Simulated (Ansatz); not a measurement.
Relaxation of H$_{3}$OSSi (6 atoms, charge 1, multiplicity 1), to a largest force component of 0.015 eV/Å in at most 40 steps.

Level of theory: RKS PBE0/def2-SVP (Ansatz).

```xyz
6
Properties=species:S:1:pos:R:3
O -1.314 -0.798 0.313
S 0.070 -1.110 -0.531
Si 0.895 0.775 -0.116
H -1.910 -1.562 0.303
H 2.202 1.064 -0.670
H 0.057 1.631 0.701
```

**Question.** Where does it end, and by what steps?

**Answer.** The forces met the threshold. After 11 steps the energy has fallen by 0.094 eV; O1 moved furthest, 0.31 Å.

```
step  energy less start (eV)  largest force component (eV/Å)  accepted
   0                  0.0000                           1.324       yes
   1                 -0.0616                           0.267       yes
   2                 -0.0755                           0.278       yes
   3                 -0.0780                           0.172       yes
   4                 -0.0801                           0.079       yes
   5                 -0.0804                           0.462       yes
   6                  0.0044                           2.370        no
   7                 -0.0860                           0.241       yes
   8                 -0.0927                           0.067       yes
   9                 -0.0928                           0.055       yes
  10                 -0.0934                           0.024       yes
  11                 -0.0935                           0.007       yes
```

```xyz
6
Properties=species:S:1:pos:R:3
O -1.480 -0.811 0.056
S 0.019 -1.025 -0.595
Si 0.881 0.761 -0.066
H -1.740 -1.633 0.512
H 2.215 0.990 -0.659
H 0.105 1.718 0.751
```

Whether the end is a true minimum wasn't checked by a vibrational analysis.

Run time: 47 s on 1 thread of Intel(R) Xeon(R) Processor @ 2.50GHz (Skylake/Cascade Lake), with other jobs on the host, peak memory 0.14 GiB.
